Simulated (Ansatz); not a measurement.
CH6N+, SMILES `C[NH3+]`. Charge 1, multiplicity 1.

```xyz
8

C    -0.5024   -0.4863    0.2962
N     0.4881    0.4725   -0.2877
H    -1.2168   -0.7578   -0.4775
H     0.0334   -1.3664    0.6440
H    -1.0082    0.0028    1.1254
H     1.1839    0.7588    0.4047
H     0.0302    1.3200   -0.6307
H     0.9917    0.0565   -1.0744
```

**Question.** What are the harmonic wavenumbers in cm⁻¹ at PBE0-D4/def2-TZVP (Ansatz, finite differences of forces, unscaled)? (An estimate is asked.)

**Answer.** Ansatz gave: 300, 914, 915, 969, 1281, 1281, 1462, 1493, 1493, 1531, 1669, 1669, 3101, 3207, 3207, 3425, 3502, 3502.

**Question.** Is this a minimum?

**Answer.** Yes, all 18 modes are real.

**Question.** Give the ideal-gas thermochemistry at 298.15 K and 1 bar (rigid rotor, harmonic oscillator; point group C3v, symmetry number 3).

**Answer.** Zero-point energy 208.9 kJ/mol; H(298) − E = 220.4 kJ/mol; entropy 233.6 J/(mol·K), of which translation 152.1, rotation 73.5, vibration 8.0; G(298) − E = 150.8 kJ/mol.

**Question.** And at 400, 500, 600, 800 and 1000 K?

**Answer.** 
```
T (K)  H − E (kJ/mol)  S (J/mol/K)  G − E (kJ/mol)
  400           226.0        249.6           126.1
  500           232.7        264.6           100.4
  600           240.6        278.9            73.2
  800           259.5        306.0            14.7
 1000           281.8        330.9           -49.0
```
